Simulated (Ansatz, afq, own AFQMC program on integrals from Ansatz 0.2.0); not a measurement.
ScH₂O⁺, singlet in def2-TZVP, levels against CCSDT(Q)

```json
{"atom": "Sc", "x (Å)": "0.0000", "y (Å)": "0.0000", "z (Å)": "0.6171"}
{"atom": "O", "x (Å)": "0.0000", "y (Å)": "0.0000", "z (Å)": "-1.4765"}
{"atom": "H", "x (Å)": "0.0000", "y (Å)": "0.7836", "z (Å)": "-2.0444"}
{"atom": "H", "x (Å)": "0.0000", "y (Å)": "-0.7836", "z (Å)": "-2.0444"}
```

Connectivity, by distances: Sc–OH2.

Basis def2-TZVP. Noble-gas cores (and the filled d shells of Ga–Kr and In–Xe) are frozen. Integrals, coupled cluster, full CI and functionals: Ansatz 0.2.0; the random walks run on the same integrals in our own AFQMC program. The CISD trial takes its coefficients from CCSD amplitudes. Released means that phaseless walkers are propagated on without the constraint, phases kept. Uncertainties: one standard error, sampling alone. The metal's outer-core s and p shells are frozen, which shifts wave-function levels against functionals.

Determinant: RHF, the one that the program's search chose, which needn't be the lowest solution. The geometry is a point of a scan.

No full CI on the walks' own integrals is used here; CCSDT(Q) serves as the reference and is uncertain by about the last step of the cluster series.

Cautions: no relativity below Rb; outer-core shells of the metal frozen; higher spins were not checked; restricted determinant unstable towards unrestricted (UHF 991 meV lower, ⟨S²⟩ 1.00); CCSDT(Q) on the UHF determinant differs (301 meV lower), perhaps since the unrestricted series falls towards higher spin.

The T1 diagnostic is 0.0282 and the weight of the determinant in the CISD state is 0.832. The size of the correlated space is 10 electrons in 78 orbitals.

(1) Estimate: order these by the size of their error in total energy against CCSDT(Q), smallest first.
A. phaseless AFQMC with the Hartree–Fock trial
B. CCSDT
C. CCSD
D. CCSD(T)

(1) B (0.48 mEh), D (0.72 mEh), A (4.39 ± 1.04 mEh), C (9.51 mEh).

Reference: CCSDT(Q), correlation energy -8.493 eV.

A walk keeps the symmetry of its determinant, which the program's search chose and which needn't be the lowest solution, so a lower state of the same spin and another symmetry isn't excluded.
